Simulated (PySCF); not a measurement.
Which basis set comes closest?

Molecule: SMILES CN(C(C)C)C, C₅H₁₃N.

Mapped SMILES: `[CH3:1][CH:2]([CH3:3])[N:4]([CH3:5])[CH3:6]`. Each H is labelled by its parent atom.

Geometry PBE0-D3(BJ)/def2-SVP throughout; GIAO in PySCF 2.14.0 with density-fitted response routines, gas phase, one conformer, non-relativistic; equivalent atoms averaged; functional PBE0.

Reference values (measured; solution, not stated per compound (mostly CDCl3 or CCl4); Pretsch, Buehlmann, Badertscher, Structure Determination of Organic Compounds, 4th ed. (2009)): δ(C2) = 55.5 ppm, δ(C1/C3) = 18.7 ppm. Computed shifts are taken against TMS, calculated as an isolated molecule at each level.

How do the basis sets STO-3G, 6-31G, pcSseg-0, 6-31G*, def2-SVP, cc-pVDZ, pcSseg-1, 6-311+G(2d,p), aug-cc-pVDZ, def2-TZVP perform against the reference? Times are CPU seconds on shared hosts with different chips, so compare them loosely.

Results:


```tsv
basis set	functions	C2	C1/C3	mean abs. error C	core-s
STO-3G	43	48.3	19.5	4.0	4.1
6-31G	80	52.4	17.5	2.2	8.5
pcSseg-0	80	54.2	19.3	0.9	7.4
6-31G*	110	51.8	16.9	2.8	12
def2-SVP	149	52.2	16.4	2.8	18
cc-pVDZ	149	55.4	17.4	0.7	16
pcSseg-1	167	55.1	17.0	1.0	14
6-311+G(2d,p)	240	55.4	16.2	1.3	34
aug-cc-pVDZ	255	55.4	16.1	1.3	35
def2-TZVP	264	56.8	17.0	1.5	44
```

For 13C the closest is cc-pVDZ (0.7 ppm, with pcSseg-0 practically level) and the furthest STO-3G (4.0 ppm). Where a smaller basis beats a larger one, errors probably cancel. One molecule is a small sample, and vibrational and solvent effects are absent from the calculation.

A small basis that lands close on one nucleus may do so by chance; judge by the trend and by all nuclei.
